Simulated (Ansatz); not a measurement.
# SiH2F (doublet): from Hartree-Fock to the top rungs at a displaced geometry (v1), cc-pVDZ

How much of the correlation energy of SiH2F (doublet) does each wave-function method recover here?

Method: cc-pVDZ, core rule «outside noble gas», up to 6 orbitals frozen; program: Ansatz 0.2.0, Gaussian basis.

The runs, in order: UHF; CCSD(T) on ROHF; CCSD(T) on UHF; BCCD(T) on ROHF; CISD as a restricted active space (open shells left free, so some higher excitations enter); CCSDT(Q) on ROHF; CCSDT(Q) on UHF.

36 further runs of the same task are left out: 13 for a known fault of the program, 8 that didn't finish, 15 set aside as unsound or not needed. Runs told in other sessions of the task aren't counted.

## Step 1: The geometry

The geometry is a PBE0/def2-TZVP stationary point (not a proven minimum) with its atoms shifted at random (size 0.040 Å).

4 atoms, charge 0, spin multiplicity 2.

Atoms are counted from 1 here; the program's logs count them from 0.

Bond lengths: Si1–F2 1.611 Å, Si1–H3 1.481 Å, Si1–H4 1.472 Å. Angles: F2–Si1–H3 113.4°, F2–Si1–H4 113.7°, H3–Si1–H4 132.9°.

## Step 2: UHF

Contents of in.yaml:

```yaml
crystal:
  periodic: [false, false, false]
  atoms:
    - {symbol: Si, position_ang: [0.000497, 0.005763, 0.598978]}
    - {symbol: F, position_ang: [-0.000336, -0.010379, -1.011596]}
    - {symbol: H, position_ang: [0.047628, 1.370325, 1.173710]}
    - {symbol: H, position_ang: [-0.055149, -1.335278, 1.203512]}
basis:
  gaussian: {orbitals: cc-pVDZ}
magnetization: {spin_polarized: true, initial_magnetization: 1}
hamiltonian: {xc: hf}
output: {orbitals: {seedname: orbitals}}
```

Started as:

```sh
ansatz run in.yaml --threads 1 --pin off --events-out ev --progress --plain --max-ram 2393MiB
```

Further steps of the session: CCSD(T) on ROHF; CCSD(T) on UHF; BCCD(T) on ROHF; CISD as a restricted active space (open shells left free, so some higher excitations enter); CCSDT(Q) on ROHF; CCSDT(Q) on UHF.

Q: Predict the results of all the runs planned. Wanted: UCCSDT(Q) from the RHF energy; RMP2 from UCCSDT(Q); UMP2 from UCCSDT(Q); RCCSD from UCCSDT(Q); RCCSD(T) from UCCSDT(Q); UCCSD(T) from UCCSDT(Q); RCCSDT(Q) from UCCSDT(Q); T1 diagnostic.

**Answer**, as computed:

```
                         quantity                                                   value
    UCCSDT(Q) from the ROHF energy                                              -8.3842 eV
              RMP2 from UCCSDT(Q)                                              +753.8 meV
              UMP2 from UCCSDT(Q)                                              +759.1 meV
             RCCSD from UCCSDT(Q)                                              +175.9 meV
          RCCSD(T) from UCCSDT(Q)                                               +32.3 meV
          UCCSD(T) from UCCSDT(Q)                                               +32.3 meV
         RCCSDT(Q) from UCCSDT(Q)                                                +1.9 meV
levels within 1 kcal/mol (43 meV)  RCCSD(T), UCCSD(T), BCCD(T), RCCSDT, UCCSDT, RCCSDT(Q)
                    T1 diagnostic                                                   0.018
```

RCCSD(T) lands +32.3 meV from the yardstick (0.4 % of the correlation energy). These misses are within one basis, not against nature; the frozen cores of restricted and unrestricted runs differ, which can shift their rows.

With open shells the CI space here admits some higher excitations, so it is larger than plain CISD.
